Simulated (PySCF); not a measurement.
**CF₂: from structure and modes to constants**

Level of theory: B3LYP/[C def2-TZVP, F def2-TZVP], no relativity, density fitting, PySCF.

The singlet minimum has C2v symmetry. Masses (u): C 12.00000, F 18.99840.

```xyz
3
charge 0 multiplicity 1, angstrom
C     0.0000    0.0000   -0.6048
F     1.0326    0.0000    0.1910
F    -1.0326    0.0000    0.1910
```

Harmonic wavenumbers (cm⁻¹): 669.8 (a1, ×1), 1110.7 (b2, ×1), 1228.3 (a1, ×1).

Task: What is the harmonic zero-point energy?

Result: Half the sum of all 3 wavenumbers, 3009/2 = 1504 cm⁻¹, which is 18.0 kJ/mol (1 cm⁻¹ = 0.0119627 kJ/mol).

Task: Find the vibrational entropy and heat capacity at 298.15 K.

Result: With u = 1.43878 ω/T, each mode gives S = R[u/(eᵘ−1) − ln(1−e⁻ᵘ)] and C = R u² eᵘ/(eᵘ−1)².
```
ω (cm⁻¹)      u  S (J/(mol K))  C (J/(mol K))
   669.8  3.232           1.44           3.72
  1110.7  5.360           0.25           1.13
  1228.3  5.927           0.15           0.78
```
The sums over all modes are S = 1.8 and C = 5.6 J/(mol K); the softest mode gives 78 % of the entropy.
